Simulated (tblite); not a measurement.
Compound: C3H7FN (doublet state).
Atom-mapped SMILES: `[NH:1][CH2:2][CH2:3][CH2:4][F:5]` (hydrogens: H6 on N1; H7, H8 on C2; H9, H10 on C3; H11, H12 on C4)

The geometry is computed with GFN2-xTB (gas phase). This method treats the open shell by occupation alone, without spin polarisation.

Question: Give the optimised bond lengths and angles.

Answer: 
```tsv
bond	length (Å)
N1–C2	1.391
C2–C3	1.533
C3–C4	1.524
C4–F5	1.373
N1–H6	1.018
C2–H7, C2–H8	1.105
C3–H9, C3–H10	1.092
C4–H11, C4–H12	1.095
```

Bonds in one row agree within 0.01 Å and their mean is given. A selection of angles:
```tsv
angle	degrees
C2–N1–H6	112.5
N1–C2–C3	118.2
N1–C2–H7	107.4
C3–C2–H7	111.0
C3–C2–H8	108.6
H7–C2–H8	103.8
C2–C3–C4	110.2
C2–C3–H9	110.0
C4–C3–H9	109.0
H9–C3–H10	108.2
C3–C4–F5	110.3
C3–C4–H11	111.5
F5–C4–H11	106.9
H11–C4–H12	109.7
```

Torsions: N1–C2–C3–C4 69° (synclinal); C2–C3–C4–F5 -178° (antiperiplanar); H6–N1–C2–C3 17° (synperiplanar). The mirror-image conformer, all signs reversed, is as good.

Of the pairs four or more bonds apart, H6···H9 is among the closest relative to their van der Waals radii: 2.43 Å, 101 % of the sum of Bondi's values.

Point group: C1 (no symmetry element, even within 0.4 Å). Its GFN2-xTB frequencies are all real (lowest 82 cm⁻¹). Torsions: H–N1–C2–C3 17°, N1–C2–C3–C4 69°, C2–C3–C4–F5 -178°. 2 starts were optimised and ended at 0.00 and 0.47 kcal/mol (GFN2-xTB); the lowest of these is shown.

Hardware: one thread of an Arm Neoverse V1, shared host with 64 logical CPUs at a one-minute load of 15. Cost: 0.17 s of wall time. This is the geometry optimisation.
